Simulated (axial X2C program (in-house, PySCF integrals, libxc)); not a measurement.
Which functional? An output for NaP

An SCF output computed with an in-house all-electron X2C program for linear molecules (integrals from PySCF) for NaP at 2.659 Å, two-component, state Ω = 1, P dyall-v3z [8s7p2d1f], Na dyall-cv3z [9s8p5d2f] (cores contracted in-house), without its first line:

```
basis functions 118  fitting functions 616  grid points 4363
iter        total energy     max residual
   1       -504.516694287     1.15e-02
   2       -504.517314906     1.28e-03
   3       -504.517344137     5.98e-04
   4       -504.517351906     4.29e-04
   5       -504.517353681     1.30e-04
   6       -504.517354019     8.40e-05
   7       -504.517354071     2.82e-05
   8       -504.517354082     7.37e-06
   9       -504.517354084     3.33e-06
converged
one-electron -767.57520890  Coulomb 268.01545323  exact exchange -9.89806988  xc functional -27.83411224  nuclear repulsion 32.83724701  atomic mean-field constant -0.06266331
```

Question: Which level of theory produced it?
A. B97-3
B. HF
C. PBE0

Answer: A. The exact-exchange term against the functional term shows a share of 0.27 of exact exchange.
